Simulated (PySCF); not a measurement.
SMILES S=C=S (PBE0/def2-SVP optimised geometry):

```
3

S      1.556     0.000     0.000
C      0.000     0.000     0.000
S     -1.556     0.000     0.001
```

Calculation: PBE0/def2-TZVP (PySCF).

Task: What are the frontier orbital energies and the dipole moment?

Result: HOMO-2 -11.04 eV, HOMO-1 -7.83 eV, HOMO -7.83 eV, LUMO -2.01 eV, LUMO+1 -2.01 eV; dipole moment 0.00 D.

Meta-Löwdin charges at PBE0/def2-TZVP: S1 0.08, C2 -0.17, S3 0.08.
